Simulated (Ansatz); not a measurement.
in.yaml

```yaml
crystal:
  periodic: [false, false, false]
  atoms:
    - {symbol: B, position_ang: [-0.015433, -0.009008, -1.399760]}
    - {symbol: O, position_ang: [-0.016266, -0.025151, -0.118713]}
    - {symbol: Si, position_ang: [0.031698, 0.034159, 1.518473]}
basis:
  gaussian: {orbitals: cc-pVDZ}
magnetization: {spin_polarized: false, initial_magnetization: 1}
correlation: {active_space: {window: {electrons: 3, orbitals: 3}, states: [{multiplicity: 2, irrep: 12, weights: [1]}]}}
```

```sh
$ ansatz run in.yaml --threads 1 --pin off --events-out ev --progress --plain --max-ram 2393MiB
```

Q: One thing in this input was set wrong on purpose, beside settings that are merely unusual. What is the gravest fault, and what does the program do?

A: Irrep not in the group. How the run ends: stopped by an error.
```
the irreps are read with x along [0.005, -0.003, 1.000], y along [-0.523, -0.852, 0.000] and z along [0.852, -0.523, -0.006] of the geometry given
820 factors; integrals over basis functions are off by at most 1.7e-7 eV
mean field evaluation 1: about -10567.9166 eV, gradient 2.9e1 eV
mean field evaluation 2: about -10567.9606 eV, gradient 2.9e1 eV
mean field evaluation 4: about -10569.7951 eV, gradient 2.2e0 eV
mean field evaluation 8: about -10569.8236 eV, gradient 1.1e-1 eV
mean field evaluation 16: about -10569.8235 eV, gradient 1.9e-1 eV
mean field evaluation 32: about -10569.8225 eV, gradient 5.3e-1 eV
mean field evaluation 64: about -10569.8238 eV, gradient 1.0e-2 eV
mean field evaluation 96: about -10569.8238 eV, gradient 1.2e-3 eV
mean field evaluation 128: about -10569.8238 eV, gradient 1.9e-3 eV
mean field -10569.82385036 eV, -388.4338620167 hartree, gradient 1.0e-6 eV, S^2 0.750000; 6 other end points of the search recorded, 0 dependent functions left out
reference -10569.82385036 eV, -388.4338620167 hartree; 14, 13 occupied and 32, 33 virtual orbitals, 820 factors
Error: the irrep 12 is not accepted for these orbitals, which take A', A'', or 1 to 2
```
